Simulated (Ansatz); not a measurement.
This geometry of CH4BCl + H2 (9 atoms, charge 0, multiplicity 1) is a first-order saddle point.

Method: RKS PBE0/def2-SVP in Ansatz 0.2.0.

```xyz
9
Properties=species:S:1:pos:R:3
B 0.026 0.357 -0.067
Cl 0.129 0.098 2.113
C 1.411 -0.037 -0.685
H 1.582 -1.123 -0.626
H 1.396 0.227 -1.757
H 2.269 0.477 -0.228
H -1.030 -0.157 -0.331
H -0.138 1.616 0.097
H -0.043 1.213 1.179
```

**Question.** Which two structures does it join? (They come from a converged band through this point; their orientation in space is the band's.)

**Answer.** Bonds broken: B1–Cl2, H8–H9. Bonds formed: B1–H8, Cl2–H9. CH4BCl + H2 becomes CH5B + ClH.

Initial state:

```xyz
9
Properties=species:S:1:pos:R:3
B 0.169 -0.694 -0.024
Cl 0.012 -0.316 1.687
C 1.485 -0.420 -0.803
H 1.771 -1.308 -1.393
H 1.273 0.367 -1.552
H 2.333 -0.095 -0.183
H -0.814 -1.157 -0.549
H -0.349 3.511 1.152
H -0.277 2.782 1.360
```

Final state:

```xyz
9
Properties=species:S:1:pos:R:3
B 0.053 0.469 -0.421
Cl 0.077 0.234 2.276
C 1.439 -0.141 -0.806
H 1.538 -1.220 -0.613
H 1.489 -0.019 -1.908
H 2.308 0.393 -0.397
H -0.962 -0.187 -0.503
H -0.067 1.670 -0.279
H -0.274 1.470 2.346
```

**Question.** How far does it lie above each of them?

**Answer.** 1.05 eV above the first and 0.22 eV above the second. This is the barrier of this one path; another mechanism may lie lower. The orbitals stay closed-shell, which can raise the energy where a bond breaks towards radicals; this wasn't checked here.

Run time: 2.9 min on 1 thread of Arm Neoverse V2, on a shared host, peak memory 0.16 GiB.
